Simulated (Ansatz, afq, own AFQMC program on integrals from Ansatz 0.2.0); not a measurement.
**Atomization energy of HfCl4, singlet**

```xyz
5

Hf    0.0000    0.0000    0.0000
Cl    1.3378    1.3406    1.3390
Cl   -1.3411   -1.3370    1.3392
Cl   -1.3371    1.3376   -1.3425
Cl    1.3404   -1.3412   -1.3357
```

Connectivity, by distances: Cl–Hf(–Cl)(–Cl)–Cl.

Atoms in their ground-state spins without spin–orbit coupling (mostly on UHF) minus the molecule (RHF), without zero-point energy. The geometry is a stationary point, not shown to be a minimum.

Basis def2-SVP with its core potentials. Only valence electrons are correlated. Integrals, coupled cluster, full CI and functionals: Ansatz 0.2.0; the random walks run on the same integrals in our own AFQMC program. ph-AFQMC/CISD is guided by a CISD state made of CCSD amplitudes; releasing the constraint for a short imaginary time cuts its bias at the price of noise, slowly where states lie close. ± is one standard error of the sampling. No spin–orbit coupling. The metal's outer-core s and p shells are frozen, which shifts wave-function levels against functionals. The errors of all members are added in quadrature.

No full CI on the walks' own integrals is used here. The released AFQMC energy serves as the reference, which it does only where one determinant dominates, the energy is flat over the last release times and near the phaseless one (40 meV or 2 meV an electron, half that with transition metals). On small molecules, where full CI could be run and the noise was under 10 meV, such values lay within 10 meV of it in 19 cases of 20, a flattering rate, since the rule was set on those same cases; what remains of the bias isn't in the error bar. Each member takes its own surest rung, up to full CI.

The best estimate is CCSD(T) at the basis-set limit (CBS: def2-TZVPP and def2-QZVPP, with their diffuse functions for anions and beside diffuse sets, CCSD(T) itself extrapolated) plus the step from CCSD(T) to AFQMC with the constraint released in def2-SVP. Rows without CBS are in def2-SVP, the functionals in def2-TZVP; B2PLYP and the wave-function rows carry a basis error of their own. Core correlation and relativity beyond core potentials are missing, and ± holds the sampling alone.

Cautions: no spin-orbit coupling; outer-core shells of the metal frozen; HfCl₄ (singlet): higher spins were not checked, the released value is read at 0.80 1/Eh with a noise of 13 meV, more than in the cases checked, later times being too noisy (meV from the phaseless value at times in 1/Eh: -17 ± 10 at 0.24, -12 ± 11 at 0.48, -17 ± 13 at 0.80, -50 ± 18 at 1.20), released reference can be 30 meV off for metals.

```csv
level,atomization energy (eV)
wB97M-V,20.802
B3LYP,19.963
PBE0,20.683
```

(1) From these cheaper values, estimate the atomization energy at the level of the best estimate.

(1) 20.931 ± 0.013 eV (best estimate, highest rung released AFQMC).

| level | atomization energy (eV) | error against the best estimate (eV) |
| --- | --- | --- |
| HF | 16.250 | -4.681 ± 0.013 |
| MP2 | 20.443 | -0.488 ± 0.013 |
| CCSD | 19.407 | -1.524 ± 0.013 |
| CCSD(T) | 19.773 | -1.158 ± 0.013 |
| HF/CBS | 16.491 | -4.440 ± 0.013 |
| MP2/CBS | 21.881 | 0.950 ± 0.013 |
| CCSD(T)/CBS | 20.934 | 0.002 ± 0.013 |
| PBE | 21.039 | 0.108 ± 0.013 |
| B2PLYP | 20.354 | -0.578 ± 0.013 |
| surest rungs in def2-SVP | 19.771 ± 0.013 | -1.160 |

Correlation beyond CCSD(T) changes it by less than twice the noise. Going to the basis-set limit adds 1.160 eV at CCSD(T). The perturbative (T) step is worth +0.366 eV.

Best estimates are given only where the step beyond CCSD(T) is under 0.3 eV and no member's determinant is very poor (T1 over 0.05, or 0.07 for open shells, ⟨S²⟩ too high by 0.3, two states mixed), so the hardest cases are missing from such tables.

The functionals ran in a triple-zeta set and keep a basis error of their own, a few kJ/mol for each bond in atomization energies and more for double hybrids, so close places among them and the extrapolated levels can swap.

Each member of a difference takes its own highest rung, so a best estimate needn't equal the limit plus the step of one row. A walk keeps the symmetry of its determinant, which the program's search chose and which needn't be the lowest solution, so a lower state of the same spin and another symmetry isn't excluded. Released energies are given only where the last usable release times agree within the noise; a slower fall can still hide under it. The exponents were fitted on light atoms, and def2 sets of heavy atoms don't grow evenly, so the limit is rough here.
